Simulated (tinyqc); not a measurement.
MP2 on RHF in the sto-3g basis, frozen core, for CH3-, spin multiplicity 1, step by step. The basis has no diffuse functions, so it cannot describe the extra electron: this is an exercise in the method, not the real anion. One step of it, computed by the program tinyqc.

Task: Second-order Moller-Plesset energy. E2 = sum_ijab (ia|jb) [2 (ia|jb) - (ib|ja)] / (e_i + e_j - e_a - e_b) over occupied i, j and virtual a, b; the opposite-spin part is (ia|jb)^2 / denominator, the rest is same-spin, and SCS-MP2 scales them by 6/5 and 1/3.

orbital energies (hartree): MO1 -10.400821, MO2 -0.374704, MO3 -0.075327, MO4 -0.075150, MO5 0.220518, MO6 0.914825, MO7 1.124367, MO8 1.124775

Two-electron integrals over orbitals (pq|rs), unique and non-zero (hartree); the lowest 1 orbital is frozen and left out:
```
(22|22) 0.478601    (32|22) 0.000022    (32|32) 0.119830    (33|22) 0.452520
(33|32) 0.069886    (33|33) 0.503771    (42|42) 0.119768    (43|42) -0.069917
(43|43) 0.056121    (44|22) 0.452476    (44|32) -0.069934   (44|33) 0.391631
(44|44) 0.503807    (52|22) -0.000656   (52|32) -1.05e-07   (52|33) -0.000390
(52|44) -0.000390   (52|52) 0.082104    (53|22) -1.45e-07   (53|32) -0.000490
(53|33) -0.000558   (53|44) 0.000558    (53|52) 1.36e-06    (53|53) 0.016133
(54|42) -0.000489   (54|43) 0.000558    (54|54) 0.016130    (55|22) 0.518322
(55|32) 0.000011    (55|33) 0.451941    (55|44) 0.451918    (55|52) 0.004458
(55|53) 1.03e-07    (55|55) 0.672884    (62|22) 0.069906    (62|32) -0.000006
(62|33) 0.029722    (62|44) 0.029756    (62|52) -0.000521   (62|53) 4.46e-07
(62|55) 0.142153    (62|62) 0.082355    (63|22) -4.30e-06   (63|32) -0.048820
(63|33) -0.048619   (63|44) 0.048645    (63|52) 5.88e-07    (63|53) 0.000689
(63|55) 0.000018    (63|62) 0.000043    (63|63) 0.068615    (64|42) -0.048744
(64|43) 0.048622    (64|54) 0.000689    (64|64) 0.068553    (65|22) -0.002081
(65|32) 7.39e-07    (65|33) -0.000753   (65|44) -0.000754   (65|52) 0.072471
(65|53) 4.32e-06    (65|55) 0.000253    (65|62) -0.002689   (65|63) -5.99e-07
(65|65) 0.069612    (66|22) 0.458568    (66|32) 0.000077    (66|33) 0.444067
(66|44) 0.443961    (66|52) -0.002691   (66|53) -5.86e-07   (66|55) 0.492670
(66|62) 0.047897    (66|63) -0.000042   (66|65) -0.003547   (66|66) 0.462207
(72|42) 0.013595    (72|43) 0.016532    (72|54) 0.000810    (72|64) 0.043946
(72|72) 0.054615    (73|42) 0.044129    (73|43) -0.024496   (73|54) -0.000419
(73|64) -0.032911   (73|72) -0.005898   (73|73) 0.031875    (74|22) 0.070442
(74|32) 0.044149    (74|33) 0.058884    (74|44) 0.009915    (74|52) 0.001463
(74|53) -0.000419   (74|55) 0.124943    (74|62) 0.077734    (74|63) -0.032922
(74|65) -0.000702   (74|66) 0.043580    (74|74) 0.109822    (75|42) 0.001903
(75|43) -0.000957   (75|54) 0.018021    (75|64) -0.000685   (75|72) 0.000713
(75|73) 0.000672    (75|75) 0.025593    (76|42) 0.106523    (76|43) -0.060863
(76|54) -0.000561   (76|64) -0.044538   (76|72) 0.013498    (76|73) 0.044608
(76|75) 0.001659    (76|76) 0.107768    (77|22) 0.498007    (77|32) -0.025016
(77|33) 0.436398    (77|44) 0.502052    (77|52) 0.001032    (77|53) 0.000456
(77|55) 0.543358    (77|62) 0.084645    (77|63) 0.034242    (77|65) -0.000816
(77|66) 0.486756    (77|74) 0.081726    (77|77) 0.577428    (82|22) -0.000030
(82|32) 0.013585    (82|33) -0.016541   (82|44) 0.016508    (82|52) 3.00e-07
(82|53) 0.000810    (82|55) -0.000045   (82|62) 1.85e-06    (82|63) 0.043948
(82|65) 6.98e-07    (82|66) -0.000025   (82|74) -0.005923   (82|77) 0.025160
(82|82) 0.054610    (83|22) 0.070443    (83|32) -0.044095   (83|33) 0.009991
(83|44) 0.058882    (83|52) 0.001463    (83|53) 0.000418    (83|55) 0.124955
(83|62) 0.077750    (83|63) 0.032917    (83|65) -0.000702   (83|66) 0.043522
(83|74) 0.048793    (83|77) 0.092573    (83|82) 0.005869    (83|83) 0.109778
(84|42) 0.044131    (84|43) -0.024505   (84|54) -0.000419   (84|64) -0.032928
(84|72) -0.005916   (84|73) 0.029181    (84|75) 0.000672    (84|76) 0.044612
(84|84) 0.031887    (85|22) 7.95e-07    (85|32) 0.001904    (85|33) 0.000957
(85|44) -0.000957   (85|52) -0.000021   (85|53) 0.018023    (85|55) -3.02e-07
(85|62) 6.46e-07    (85|63) -0.000687   (85|65) -0.000015   (85|66) 2.12e-06
(85|74) 0.000673    (85|77) -0.000190   (85|82) 0.000713    (85|83) -0.000672
(85|85) 0.025595    (86|22) 0.000023    (86|32) 0.106579    (86|33) 0.060854
(86|44) -0.060891   (86|52) 6.87e-07    (86|53) -0.000562   (86|55) 0.000009
(86|62) -3.75e-06   (86|63) -0.044633   (86|65) 1.45e-06    (86|66) 0.000078
(86|74) 0.044632    (86|77) -0.021699   (86|82) 0.013462    (86|83) -0.044574
(86|85) 0.001659    (86|86) 0.107823    (87|42) -0.025053   (87|43) 0.032870
(87|54) 0.000456    (87|64) 0.034242    (87|72) 0.025191    (87|73) -0.005446
(87|75) -0.000190   (87|76) -0.021720   (87|84) -0.005456   (87|87) 0.034139
(88|22) 0.498041    (88|32) 0.024962    (88|33) 0.502036    (88|44) 0.436428
(88|52) 0.001032    (88|53) -0.000456   (88|55) 0.543386    (88|62) 0.084617
(88|63) -0.034188   (88|65) -0.000815   (88|66) 0.486819    (88|74) 0.092551
(88|77) 0.509228    (88|82) -0.025226   (88|83) 0.081792    (88|85) 0.000189
(88|86) 0.021653    (88|88) 0.577454
```

Hartree-Fock energy = -38.75973189 hartree

Give: Terms; Pair energies; MP2 correlation energy; SCS-MP2 correlation energy; MP2 total energy.

Result:

Terms (the 40 largest of 74):

| i | j | a | b | (ia\|jb) | (ib\|ja) | denominator | term |
|---|---|---|---|---|---|---|---|
| 4 | 4 | 7 | 7 | 0.1098 | 0.1098 | -2.3990 | -0.0050 |
| 3 | 3 | 8 | 8 | 0.1098 | 0.1098 | -2.4002 | -0.0050 |
| 5 | 5 | 6 | 6 | 0.0696 | 0.0696 | -1.3886 | -0.0035 |
| 3 | 2 | 8 | 6 | 0.0778 | 0.0439 | -2.4896 | -0.0035 |
| 2 | 3 | 6 | 8 | 0.0778 | 0.0439 | -2.4896 | -0.0035 |
| 4 | 2 | 7 | 6 | 0.0777 | 0.0439 | -2.4890 | -0.0035 |
| 2 | 4 | 6 | 7 | 0.0777 | 0.0439 | -2.4890 | -0.0035 |
| 2 | 2 | 6 | 6 | 0.0824 | 0.0824 | -2.5791 | -0.0026 |
| 3 | 3 | 6 | 6 | 0.0686 | 0.0686 | -1.9803 | -0.0024 |
| 4 | 4 | 6 | 6 | 0.0686 | 0.0686 | -1.9800 | -0.0024 |
| 3 | 4 | 8 | 7 | 0.0488 | 0.0292 | -2.3996 | -0.0014 |
| 4 | 3 | 7 | 8 | 0.0488 | 0.0292 | -2.3996 | -0.0014 |
| 2 | 2 | 7 | 7 | 0.0546 | 0.0546 | -2.9981 | -0.0010 |
| 2 | 2 | 8 | 8 | 0.0546 | 0.0546 | -2.9990 | -0.0010 |
| 4 | 3 | 7 | 6 | -0.0329 | -0.0329 | -2.1897 | -4.95e-04 |
| 3 | 4 | 6 | 7 | -0.0329 | -0.0329 | -2.1897 | -4.95e-04 |
| 4 | 4 | 6 | 8 | -0.0329 | -0.0329 | -2.1899 | -4.95e-04 |
| 4 | 4 | 8 | 6 | -0.0329 | -0.0329 | -2.1899 | -4.95e-04 |
| 3 | 3 | 6 | 8 | 0.0329 | 0.0329 | -2.1903 | -4.95e-04 |
| 3 | 3 | 8 | 6 | 0.0329 | 0.0329 | -2.1903 | -4.95e-04 |
| 3 | 4 | 7 | 6 | -0.0329 | -0.0329 | -2.1897 | -4.95e-04 |
| 4 | 3 | 6 | 7 | -0.0329 | -0.0329 | -2.1897 | -4.95e-04 |
| 4 | 4 | 8 | 8 | 0.0319 | 0.0319 | -2.3998 | -4.24e-04 |
| 3 | 3 | 7 | 7 | 0.0319 | 0.0319 | -2.3994 | -4.23e-04 |
| 5 | 5 | 7 | 7 | 0.0256 | 0.0256 | -1.8077 | -3.62e-04 |
| 5 | 5 | 8 | 8 | 0.0256 | 0.0256 | -1.8085 | -3.62e-04 |
| 2 | 4 | 7 | 6 | 0.0439 | 0.0777 | -2.4890 | -1.79e-04 |
| 4 | 2 | 6 | 7 | 0.0439 | 0.0777 | -2.4890 | -1.79e-04 |
| 2 | 3 | 8 | 6 | 0.0439 | 0.0778 | -2.4896 | -1.79e-04 |
| 3 | 2 | 6 | 8 | 0.0439 | 0.0778 | -2.4896 | -1.79e-04 |
| 3 | 4 | 7 | 8 | 0.0292 | 0.0488 | -2.3996 | -1.16e-04 |
| 4 | 3 | 8 | 7 | 0.0292 | 0.0488 | -2.3996 | -1.16e-04 |
| 4 | 2 | 7 | 8 | -0.0059 | -0.0059 | -2.6990 | -1.30e-05 |
| 2 | 4 | 8 | 7 | -0.0059 | -0.0059 | -2.6990 | -1.30e-05 |
| 2 | 4 | 7 | 8 | -0.0059 | -0.0059 | -2.6990 | -1.30e-05 |
| 4 | 2 | 8 | 7 | -0.0059 | -0.0059 | -2.6990 | -1.30e-05 |
| 3 | 2 | 7 | 7 | -0.0059 | -0.0059 | -2.6988 | -1.29e-05 |
| 2 | 3 | 7 | 7 | -0.0059 | -0.0059 | -2.6988 | -1.29e-05 |
| 3 | 2 | 8 | 8 | 0.0059 | 0.0059 | -2.6996 | -1.28e-05 |
| 2 | 3 | 8 | 8 | 0.0059 | 0.0059 | -2.6996 | -1.28e-05 |

Pair energies (hartree; pair i-j sums ij and ji):

| pair | opposite spin | same spin |
|---|---|---|
| 2-2 | -0.0046 | 0 |
| 3-2 | -0.0065 | -0.0009 |
| 3-3 | -0.0088 | 0 |
| 4-2 | -0.0065 | -0.0009 |
| 4-3 | -0.0047 | -3.21e-04 |
| 4-4 | -0.0088 | 0 |
| 5-2 | -8.13e-06 | 0 |
| 5-3 | -1.88e-06 | -2.58e-10 |
| 5-4 | -1.88e-06 | -2.83e-10 |
| 5-5 | -0.0042 | 0 |

MP2 correlation energy = -0.046219 hartree

SCS-MP2 correlation energy = -0.053594 hartree

MP2 total energy = -38.805950 hartree
